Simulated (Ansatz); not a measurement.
in.yaml

```yaml
crystal:
  periodic: [false, false, false]
  atoms:
    - {symbol: Al, position_ang: [-0.015433, -0.009008, 2.405873]}
    - {symbol: Si, position_ang: [-0.016266, -0.025151, -0.193680]}
    - {symbol: P, position_ang: [0.031698, 0.034159, -2.212193]}
basis:
  gaussian: {orbitals: cc-pVDZ, fitting: {mean_field: def2-universal-jkfit}}
magnetization: {spin_polarized: false}
correlation: {method: ccsd_t, electrons: outside_noble_gas, diis_vectors: 1}
accuracy: high
output: {forces: true}
```

```sh
$ ansatz run in.yaml --threads 1 --pin off --events-out ev --progress --plain --max-ram 2393MiB
```

The program prints:

```
384 factors; integrals over basis functions are off by at most 5.1e-2 eV
mean field evaluation 1: about -23712.8225 eV, gradient 2.0e1 eV
mean field evaluation 2: about -23712.7298 eV, gradient 2.4e1 eV
mean field evaluation 4: about -23715.1933 eV, gradient 8.1e-1 eV
mean field evaluation 8: about -23712.8217 eV, gradient 2.0e1 eV
mean field evaluation 16: about -23709.4037 eV, gradient 2.2e0 eV
mean field evaluation 32: about -23712.7058 eV, gradient 1.0e1 eV
mean field evaluation 64: about -23709.6296 eV, gradient 5.3e0 eV
mean field evaluation 96: about -23709.9754 eV, gradient 4.6e-4 eV
mean field evaluation 128: about -23703.5930 eV, gradient 7.0e0 eV
mean field evaluation 160: about -23709.8745 eV, gradient 3.6e0 eV
mean field -23715.20034319 eV, -871.5175378722 hartree, gradient 2.5e-8 eV, S^2 0.000000; 2 other end points of the search recorded, 0 dependent functions left out; unrestricted orbitals would lower it
determinant -23715.20034319 eV, -871.5175378722 hartree, with singles and doubles -23722.89833330 eV, -871.8004337907 hartree
determinant -23709.97535859 eV, -871.3255232298 hartree, with singles and doubles -23717.04440461 eV, -871.5853058792 hartree
15 core orbitals not correlated: weight in the atoms' cores, before any rotation towards them, 1.000 or more for the frozen orbitals, at most 0.000 for the correlated occupied ones
reference -23715.20034319 eV, -871.5175378722 hartree; 6, 6 occupied and 33, 33 virtual orbitals, 384 factors
second order -6.96519966 eV of doubles, -0.00000000 eV of singles
...
cycle  28  -7.69899384 eV  change    6.0e-8 eV  update   4.0e-8
cycle  29  -7.69899385 eV  change   -7.1e-9 eV  update   2.3e-8
cycle  30  -7.69899383 eV  change    1.4e-8 eV  update   1.5e-8
cycle  31  -7.69899383 eV  change    2.7e-9 eV  update   9.7e-9
cycle  32  -7.69899382 eV  change    7.7e-9 eV  update   6.6e-9
cycle  33  -7.69899383 eV  change   -1.6e-9 eV  update   4.4e-9
cycle  34  -7.69899382 eV  change    2.2e-9 eV  update   3.2e-9
cycle  35  -7.69899382 eV  change  -2.3e-11 eV  update   2.3e-9
cycle  36  -7.69899382 eV  change    1.5e-9 eV  update   1.7e-9
cycle  37  -7.69899382 eV  change  -6.5e-10 eV  update   1.2e-9
perturbative correction -0.52373506 eV, -0.0192469083 hartree
the calculation of the forces begins
Total energy: -23723.42307207 eV, -871.8197175850 hartree
Atom 0 at    -0.015433    -0.009008     2.405873 Å, force     0.000344     0.000070    -0.076254 eV/Å
Atom 1 at    -0.016266    -0.025151    -0.193680 Å, force    -0.009596    -0.011626     0.445689 eV/Å
Atom 2 at     0.031698     0.034159    -2.212193 Å, force     0.009252     0.011556    -0.369434 eV/Å
Dipole moment:    -0.008165    -0.007256     0.838577 e Å
```

Forces (eV/Å):
```
Al   0.000  0.000 -0.076
Si  -0.010 -0.012  0.446
P    0.009  0.012 -0.369
```

Ran on 1 thread of Intel Xeon, shared host: 22 s wall, 0.11 GiB peak host memory.
